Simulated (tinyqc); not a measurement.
Worked calculation: Hueckel theory of the pi electrons, for the molecule O=CC=O (SMILES; centres numbered as the heavy atoms are written). Computed by tinyqc, a small Python program that keeps every step. Settings: charge = 0. Command: `OMP_NUM_THREADS=1 python tinyqc.py 25478 25479 out.jsonl` (the two numbers bound the seeds that draw the settings). One thread of a shared host (Intel(R) Xeon(R) Processor @ 2.60GHz), about 0.01 s of CPU time with the checks.

## The Hueckel matrix

Centres:
```
centre  z_r, pi electrons of the neutral centre        h
1O                                            1  1.00000
2C                                            1  0.00000
3C                                            1  0.00000
4O                                            1  1.00000
```

Bonds:
```
i  j        k
1  2  1.00000
2  3        1
3  4        1
```

H_rr = alpha + h_r beta, H_rs = k_rs beta for bonded centres.

Hueckel matrix in units of beta (H = alpha + beta A), lower triangle:
```
         1O       2C       3C       4O
1O  1.00000
2C  1.00000  0.00000
3C  0.00000  1.00000  0.00000
4O  0.00000  0.00000  1.00000  1.00000
```

## Orbitals

pi electrons, sum of z_r less the charge = 4

Diagonalise; E = alpha + x beta with beta < 0, so the largest x are filled first; degenerate levels share their electrons. P = sum n_i c_ri c_si; each orbital has its largest coefficient positive (the first on a tie).

x values: 2.00000  1.41421  0.00000  -1.41421

occupations: 2.00000  2.00000  0.00000  0.00000

coefficients:
```
        MO1       MO2       MO3       MO4
1O  0.50000   0.65328   0.50000  -0.27060
2C  0.50000   0.27060  -0.50000   0.65328
3C  0.50000  -0.27060  -0.50000  -0.65328
4O  0.50000  -0.65328   0.50000   0.27060
```

charge and bond-order matrix P, lower triangle:
```
          1O       2C       3C       4O
1O   1.35355
2C   0.85355  0.64645
3C   0.14645  0.35355  0.64645
4O  -0.35355  0.14645  0.85355  1.35355
```

## Energy, charges, bond orders

E = sum n x; q_r = z_r - P_rr; bond order p = P_rs; free valence = sqrt(3) - sum of p over the bonds of the atom.

pi energy = 4 alpha + this times beta = 6.82843

pi charges: 1O -0.35355, 2C 0.35355, 3C 0.35355, 4O -0.35355

Bond orders and lengths from R = 1.517 - 0.180 p (angstrom, C-C alone):
```
bond        p        R
1-2   0.85355        -
2-3   0.35355  1.45336
3-4   0.85355        -
```

free valence of the carbons: 2C 0.52494, 3C 0.52494

gap between the highest filled and the next level = 1.41421 |beta|
